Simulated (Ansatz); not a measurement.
`[CH]=C`, charge 0, multiplicity 2.

(1) Give a relaxed structure at PBE0-D4/def2-TZVP (Ansatz). (An estimate is asked.)

Answers

(1) Computed: 
Cartesian coordinates in Å:
```
C -0.038 0.520 -0.687
C -0.010 -0.081 0.467
H 0.043 0.263 -1.733
H 0.129 -1.162 0.548
H -0.123 0.460 1.404
```
Point group Cs.
